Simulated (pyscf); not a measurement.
One four-centre exchange on the singlet surface with elements of a group swapped. ωB97M-D3(BJ)/def2-TZVP, kcal/mol, from the separated reactants. PySCF, gas phase, ωB97X-D3(BJ)/def2-SVP geometries.

| step | barrier | reaction energy | imaginary mode (i cm⁻¹) |
|---|---|---|---|
| `[F][Bi]([F])[F]` + `[NH3]` -> `[NH2][Bi]([F])[F]` + `[FH]` | 3.7 | +16.0 | 460 |
| `[F][Sb]([F])[F]` + `[NH3]` → `[NH2][Sb]([F])[F]` + `[FH]` | ___ | ___ | 599 |

Fill in the missing entries.


- `[F][Sb]([F])[F]` + `[NH3]` → `[NH2][Sb]([F])[F]` + `[FH]`, barrier: 8.4
- `[F][Sb]([F])[F]` + `[NH3]` → `[NH2][Sb]([F])[F]` + `[FH]`, reaction energy: +15.2

Row 1: On the reactant side the descent ends in an adduct with a Bi–N contact, 16.2 kcal/mol under the separated species and 17.6 kcal/mol under the saddle at ωB97X-D3(BJ)/def2-TZVP. On the product side the descent ends in a bound adduct, 14.6 kcal/mol under the separated species and 0.9 kcal/mol under the saddle at ωB97X-D3(BJ)/def2-TZVP. Row 2: On the reactant side the descent ends in an adduct with a N–Sb contact, 9.1 kcal/mol under the separated species and 15.7 kcal/mol under the saddle at ωB97X-D3(BJ)/def2-TZVP. On the product side the descent ends in a bound adduct, 10.3 kcal/mol under the separated species and 2.7 kcal/mol under the saddle at ωB97X-D3(BJ)/def2-TZVP. Each row is the saddle that its search found. Elements past Kr carry the def2 core potentials, without spin-orbit coupling.
